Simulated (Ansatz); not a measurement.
Q: Name a neutral molecule of C, F, N and H with size of the dipole moment (ωB97M-V/def2-TZVPP) between 1.10 and 1.40 D and LUMO energy (PBE0/def2-TZVPP) between -1.70 and -1.40 eV (Ansatz, PBE0-D4/def2-TZVP geometry).

A: `C=CC(=N)F` (1.37 D, -1.48 eV). Other molecules can fit too; these were computed, each in one conformer that needn't be the lowest.
